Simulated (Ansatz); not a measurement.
A rate constant, worked out

An elementary step of BH$_{5}$S, closed shell (BH₃ + H₂S → BH₃S ([BH2][SH]) + H₂; B–H, H–S broken or loosened, B–S, H–H formed or tightened). The start structure is the complex of the reactants, bound by 0.63 eV, and the electronic barrier above it is 0.811 eV by CCSD(T) at an estimated basis limit (MP2 extrapolated from triple and quadruple zeta, plus CCSD(T) − MP2 in triple zeta). Computed with Ansatz 0.2.0 (basis: def2-TZVPP and def2-QZVPP); correlated methods freeze the cores. Extrapolation: Hartree–Fock as exp(−7.88 √X), correlation as X^−2.97. Harmonic wavenumbers at PBE0-D4/def2-TZVP (Ansatz 0.2.0), in cm⁻¹:

Start: 247, 433, 493, 563, 869, 943, 1103, 1149, 1156, 1215, 2475, 2553, 2583, 2685, 2697.

Saddle: 738i, 366, 535, 632, 874, 955, 1074, 1115, 1134, 1282, 1751, 2251, 2593, 2699, 2715.

(1) Work out the transition-state-theory rate constant at 900 K from these numbers alone (harmonic vibrations; rotation, path degeneracy and anharmonicity left out), and the Wigner tunnelling factor. Use 1 cm⁻¹ = 1.2398 × 10⁻⁴ eV and k_B = 8.617 × 10⁻⁵ eV/K.

The T1 diagnostic stays at or below 0.015.

Answers

(1) Zero-point energies, half the sums: start 21164/2 cm⁻¹ = 1.3120 eV; saddle, real modes only, 19976/2 cm⁻¹ = 1.2384 eV.
Barrier with zero-point energy: 0.811 + 1.2384 − 1.3120 = 0.7374 eV.
k_BT = 0.07756 eV, so the barrier is 9.51 k_BT.
Vibrational partition functions from the zero-point level, ln q = −Σ ln(1 − exp(−hν/k_BT)): start 4.247, saddle 3.181.
k = (k_BT/h) exp(ln q‡ − ln q) exp(−E0/k_BT), with log₁₀(k_BT/h in s⁻¹) = 13.27: log₁₀ k = 13.27 + (-1.066 − 9.51)/2.3026 = 8.68, so k ≈ 5 × 10^(8) s⁻¹.
Wigner factor: 1 + (hν‡/k_BT)²/24 = 1 + (1.18)²/24 = 1.06. A change of 1 kcal/mol (0.043 eV) in the barrier would change k by a factor of 1.7 at this temperature.

Labels in which every atom is bracketed show which atoms are joined, not bond orders.

For scale, one of the runs: CCSD(T)/def2-TZVPP, 143 basis functions, launched by `ansatz run in.yaml --threads 2 --pin off --events-out ev --progress --plain --max-ram 4352MiB`. Hardware: 2 CPU threads of an Arm Neoverse V2, shared host. Wall time 5.5 s; peak host memory 0.79 GiB.
